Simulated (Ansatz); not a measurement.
Reaction (formal loss of a carbene): `CC(=N)C(C)=O` → `[CH2]` (triplet) + `CC(=N)C=O`

Program: Ansatz. Geometries: PBE0-D4/def2-TZVP. ΔE: electronic, gas phase. CBS: MP2 limit from def2 TZ/QZ plus the TZ coupled-cluster correction, frozen cores. This one scheme is used for every species. DFT in def2-TZVPP. B3LYP here is the variant with VWN-RPA as its local correlation; programs differ in this. HSE06 is defined as in plane-wave codes. Triplets are unrestricted, without spin–orbit coupling. Each species was taken in one conformer, which may not be the lowest.

`CC(=N)C(C)=O`:

```xyz
13

C    -0.709    0.737    1.587
C     0.199    0.213    0.523
N     1.463    0.140    0.563
C    -0.479   -0.284   -0.739
C     0.391   -0.821   -1.832
O    -1.683   -0.230   -0.820
H    -0.139    1.072    2.454
H    -1.420   -0.034    1.891
H    -1.308    1.565    1.199
H     1.824    0.497    1.449
H    -0.232   -1.129   -2.669
H     1.112   -0.064   -2.145
H     0.980   -1.662   -1.461
```

`[CH2]` (triplet):

Cartesian coordinates in Å:
```
C -0.061 -0.084 0.256
H 0.614 0.757 0.247
H -0.553 -0.673 -0.503
```

`CC(=N)C=O`:

Z-matrix (Å, degrees):
```
C
C 1 1.490
H 1 1.095 2 110.6
H 1 1.095 2 110.7 3 118.1
H 1 1.088 2 110.2 3 -120.9
N 2 1.264 1 122.6 3 120.4
C 2 1.515 1 116.9 3 -59.5
H 6 1.026 2 108.7 1 -180.0
O 7 1.199 2 122.5 1 179.9
H 7 1.110 2 116.3 1 -0.1
```

| level | ΔE (kJ/mol) | difference from CCSD(T)/CBS |
| --- | --- | --- |
| LDA (SPW92) | 552.8 | 78.5 |
| PBE-D4 | 479.8 | 5.5 |
| revPBE-D4 | 466.3 | -8.0 |
| BLYP-D4 | 464.9 | -9.4 |
| r2SCAN-D4 | 455.2 | -19.1 |
| B97M-V | 478.4 | 4.1 |
| B3LYP-D4 | 467.3 | -7.0 |
| r2SCANh-D4 | 453.9 | -20.4 |
| r2SCAN0-D4 | 452.4 | -21.9 |
| HSE06-D4 | 473.7 | -0.6 |
| BHLYP-D4 | 458.5 | -15.8 |
| CAM-B3LYP-D4 | 473.5 | -0.8 |
| ωB97X-V | 486.3 | 12.0 |
| ωB97M-V | 478.3 | 4.0 |
| PBE-QIDH | 472.3 | -2.0 |
| PBE | 472.4 | -1.9 |
| revPBE | 444.1 | -30.2 |
| BLYP | 449.2 | -25.1 |
| r2SCAN | 453.1 | -21.2 |
| PBE0 | 467.3 | -7.0 |
| B3LYP | 455.8 | -18.5 |
| r2SCANh | 451.8 | -22.5 |
| r2SCAN0 | 450.0 | -24.3 |
| HSE06 | 467.9 | -6.4 |
| BHLYP | 450.4 | -23.9 |
| CAM-B3LYP | 467.2 | -7.1 |
| LC-ωPBE | 464.2 | -10.1 |
| HF/def2-SVP | 336.9 | -137.4 |
| MP2/def2-SVP | 464.7 | -9.6 |
| CCSD/def2-SVP | 446.9 | -27.4 |
| CCSD(T)/def2-SVP | 455.1 | -19.2 |
| HF/def2-TZVPP | 330.1 | -144.2 |
| MP2/def2-TZVPP | 475.2 | 0.9 |
| SCS-MP2/def2-TZVPP | 474.1 | -0.2 |
| CCSD/def2-TZVPP | 451.2 | -23.1 |
| CCSD(T)/def2-TZVPP | 461.9 | -12.4 |
| HF/def2-QZVPP | 330.4 | -143.9 |
| MP2/def2-QZVPP | 482.4 | 8.1 |
| SCS-MP2/def2-QZVPP | 482.5 | 8.2 |
| HF/CBS(def2) | 330.4 | -143.9 |
| CCSD(T)/CBS | 474.3 | 0 |

Largest T1 diagnostic among the species: 0.014.

Leaving LDA and LC-ωPBE aside and taking each functional with its dispersion term where it has one, the values spread over 33.9 kJ/mol, from r2SCAN0-D4 to ωB97X-V. LDA lies +80.4 kJ/mol from PBE without D4. The D4 term adds +11.5 kJ/mol with B3LYP and +6.3 kJ/mol with PBE0; it sums over pairs of atoms, weighted by their polarisabilities, and B3LYP, whose exchange is more repulsive, gets the larger term.
